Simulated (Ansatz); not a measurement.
Input file:

```yaml
crystal:
  periodic: [false, false, false]
  atoms:
    - {symbol: S, position_ang: [0.000000, -0.054959, 0.000000]}
    - {symbol: H, position_ang: [0.000000, 0.874191, -0.967203]}
    - {symbol: H, position_ang: [0.000000, 0.874188, 0.967205]}
basis:
  gaussian: {orbitals: "6-31++G**"}
magnetization: {spin_polarized: false}
correlation: {method: bccd_t, electrons: all, diis_vectors: 2}
```

```sh
$ ansatz run in.yaml --threads 1 --pin off --events-out ev --progress --plain --max-ram 2393MiB
```

The program prints:

```
310 factors; integrals over basis functions are off by at most 8.3e-4 eV
mean field evaluation 1: about -10847.8995 eV, gradient 1.2e1 eV
mean field evaluation 2: about -10847.9021 eV, gradient 1.2e1 eV
mean field evaluation 4: about -10848.5108 eV, gradient 1.1e0 eV
mean field evaluation 8: about -10848.5183 eV, gradient 2.4e-4 eV
mean field evaluation 16: about -10848.5183 eV, gradient 2.5e-6 eV
mean field -10848.51826793 eV, -398.6756929567 hartree, gradient 2.5e-6 eV, S^2 0.000000; 0 other end points of the search recorded, 0 dependent functions left out
reference -10848.51826793 eV, -398.6756929567 hartree; 9, 9 occupied and 26, 26 virtual orbitals, 310 factors
second order -4.03023461 eV of doubles, -0.00000000 eV of singles
cycle   1  -4.45498498 eV  change   -4.2e-1 eV  update   4.3e-2
cycle   2  -4.59146532 eV  change   -1.4e-1 eV  update   1.4e-2
cycle   3  -4.59749011 eV  change   -6.0e-3 eV  update   2.9e-3
cycle   4  -4.59735570 eV  change    1.3e-4 eV  update   7.5e-4
cycle   5  -4.59708572 eV  change    2.7e-4 eV  update   2.5e-4
cycle   6  -4.59699002 eV  change    9.6e-5 eV  update   9.4e-5
cycle   7  -4.59691961 eV  change    7.0e-5 eV  update   3.5e-5
cycle   8  -4.59690110 eV  change    1.9e-5 eV  update   1.2e-5
cycle   9  -4.59689234 eV  change    8.8e-6 eV  update   4.7e-6
perturbative correction -0.10165784 eV, -0.0037358569 hartree
Total energy: -10853.21681811 eV, -398.8483614911 hartree
```

Ran on 1 thread of Arm Neoverse V1, shared host: 0.42 s wall, 0.08 GiB peak host memory.
